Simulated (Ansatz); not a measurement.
**CH3Cl (chloromethane): where methods fail along a bond**

CH3Cl has 5 atoms, charge 0, and is taken as a singlet. As SMILES, `CCl`. Geometry: relaxed at PBE0-D4/def2-TZVP.

```csv
atom,x (Å),y (Å),z (Å)
C,-0.1209,0.0100,0.0513
Cl,1.4694,-0.2908,-0.6725
H,-0.2848,-0.7154,0.8447
H,-0.8800,-0.0971,-0.7201
H,-0.1338,1.0197,0.4551
```

The C1–H4 distance is scanned; the parts on either side stay rigid. Basis STO-3G, 6 core orbitals frozen in the correlated methods; program Ansatz 0.2.0. FCI is exact within this basis and core. Energies in eV from each method's value at 1.088 Å; methods without a U are spin-restricted. The shape above is that at 1.088 Å.

| distance (Å) | revPBE | PBE0 | B3LYP | wB97M-V | MP2 | CCSD |
| --- | --- | --- | --- | --- | --- | --- |
| 1.088 | 0.00 | 0.00 | 0.00 | 0.00 | 0.00 | 0.00 |
| 1.359 | 0.78 | 0.93 | 0.88 | 0.93 | 0.91 | 0.79 |
| 1.631 | 2.34 | 2.69 | 2.55 | 2.69 | 2.71 | 2.36 |
| 2.175 | 5.08 | 5.87 | 5.57 | 5.97 | 5.75 | 4.66 |
| 2.719 | 6.66 | 7.78 | 7.40 | 8.15 | 6.91 | 5.38 |

Question: Estimate the FCI curve, and say how far off each method is.

Answer: 
| distance (Å) | FCI |
| --- | --- |
| 1.088 | 0.00 |
| 1.359 | 0.79 |
| 1.631 | 2.34 |
| 2.175 | 4.58 |
| 2.719 | 5.25 |

Departure from the FCI curve at its largest: revPBE +1.41 eV at 2.72 Å; PBE0 +2.53 eV at 2.72 Å; B3LYP +2.15 eV at 2.72 Å; wB97M-V +2.90 eV at 2.72 Å; MP2 +1.66 eV at 2.72 Å; CCSD +0.13 eV at 2.72 Å. Restricted functionals keep the electrons paired too, and rise too high.
